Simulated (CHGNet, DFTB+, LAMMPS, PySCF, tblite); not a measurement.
**Diamond, lattice constant a**

Reference value: 3.553 Å (measured, static lattice: zero-point anharmonic expansion removed, sources range from 3.543 to 3.555; as tabulated in Mejia-Rodriguez and Trickey (2018), arXiv:1807.09216).

| level (code) | value (Å) |
|---|---|
| COMB comb3 (LAMMPS) | 3.547 |
| DFTB cp2k-scc (DFTB+) | 3.558 |
| GFN2-xTB (tblite) | ___ |
| CHGNet-r²SCAN (CHGNet) | 3.559 |
| Hartree–Fock (PySCF) | 3.557 ± 0.02 |
| MP2 (PySCF) | 3.547 ± 0.02 |

Q: What belongs in the gaps?

A: 
- GFN2-xTB (tblite), value (Å): 3.539

Errors against the reference: COMB comb3 -0.17 %, DFTB cp2k-scc +0.14 %, GFN2-xTB -0.39 %, CHGNet-r²SCAN +0.17 %, Hartree–Fock +0.11 %, MP2 -0.17 %.

Leaving aside COMB comb3, which can be fitted to such values or carry a doubt: With a margin of 0.28 % (twice that across the reference) picked here for doubts on the reference and the settings, these levels can't be ranked. Within 1 %: DFTB cp2k-scc, GFN2-xTB, CHGNet-r²SCAN, Hartree–Fock, MP2. The least costly first-principles kind among them: hybrids or Hartree–Fock (Hartree–Fock).

A ± on a computed value is a rough bar: the spread of its extrapolation, a floor set from checks against published values, or a statistical error. GFN2-xTB: the method was fitted mainly to molecules. GFN2-xTB: the run uses a supercell at the zone centre in place of a k mesh.

Empirical potentials (COMB comb3) are fitted to chosen data, which need not cover the solid at hand: agreement can be built in, and what lay outside the fit can be far off. Machine-learned potentials (CHGNet-r²SCAN) are trained on DFT data, which may include these solids.

Differences are worked out from the printed values.
